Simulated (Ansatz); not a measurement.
Take a crystal in which Hg has been replaced by Zn on all its sites, with the cell rescaled by a rough guess (in some cases also distorted within its space group) and nothing relaxed:

```cif
data_structure
_symmetry_space_group_name_H-M 'P 1'
_symmetry_Int_Tables_number 1
_cell_length_a 5.7855
_cell_length_b 5.7855
_cell_length_c 5.7855
_cell_angle_alpha 60.000
_cell_angle_beta 60.000
_cell_angle_gamma 60.000
_cell_volume 136.94
loop_
_atom_site_label
_atom_site_type_symbol
_atom_site_fract_x
_atom_site_fract_y
_atom_site_fract_z
_atom_site_occupancy
Na1 Na 0.25000 0.25000 0.25000 1
Na2 Na 0.75000 0.75000 0.75000 1
Co1 Co 0.00000 0.00000 0.00000 1
Zn1 Zn 0.50000 0.50000 0.50000 1
F1 F 0.18558 0.18558 0.81442 1
F2 F 0.18558 0.81442 0.81442 1
F3 F 0.81442 0.81442 0.18558 1
F4 F 0.18558 0.81442 0.18558 1
F5 F 0.81442 0.18558 0.81442 1
F6 F 0.81442 0.18558 0.18558 1
```

Method: DFT PBEsol, scalar-relativistic, plane waves, PAW (Ansatz 0.2.0).

Cutoff 420 eV; k points 8×8×8 on the computed 10-atom cell (Γ-centred); Gaussian smearing, width 0.10 eV; collinear spin from starting moments 0 0 0.56 0 0 0 0 0 0 0 μB.

(1) Will this cell want to expand or contract, and how hard?

(2) Is it a metal on this mesh?

(3) What is its energy against the elements in their standard states?

(4) What moments result?

The cell holds one magnetic atom, so it can only be ferromagnetic; an antiferromagnetic order may lie lower.

## Answers

(1) The pressure is 49.7 GPa (positive in compression), so the cell would expand.

(2) Yes, a band crosses the Fermi level.

(3) -0.848 eV/atom at this unrelaxed geometry, with the elements in the same functional.

(4) Na1 0.00, Na2 0.00, Co3 0.50, Zn4 0.01, F5 0.02, F6 0.02, F7 0.02, F8 0.02, F9 0.02, F10 0.02 μB.

Cost: 1 run of about 1.4 core-minutes, on AMD EPYC (Zen 3) (shared hosts).